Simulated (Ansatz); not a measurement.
Basis-set extrapolation for C4H6O, SMILES `C=CCC=O` (PBE0-D4/def2-TZVP geometry, frozen core, Ansatz 0.2.0). Multiplicity 1, RHF reference.

```
                      def2-TZVPP   def2-QZVPP
                 HF  -229.884506  -229.894977
    MP2 correlation    -0.878137    -0.937969
CCSD(T) correlation    -0.952127      not run
```

Energies in hartree. Use E(X) = E(∞) + A·exp(−7.88·√X) for Hartree–Fock and E(X) = E(∞) + B·X^(−2.97) for correlation, with X = 3 and 4, and add CCSD(T) minus MP2 of the smaller set to the MP2 limit.

Q: What is the CCSD(T) energy at the basis-set limit?

A: HF limit: -229.894977 + (-0.010471) × 0.13774 = -229.89642. MP2 limit: -0.937969 + (-0.059832) × 0.74074 = -0.98229. Higher-order term: -0.952127 − (-0.878137) = -0.07399. Total: -230.95270 hartree, 3.16 eV below CCSD(T)/def2-TZVPP.
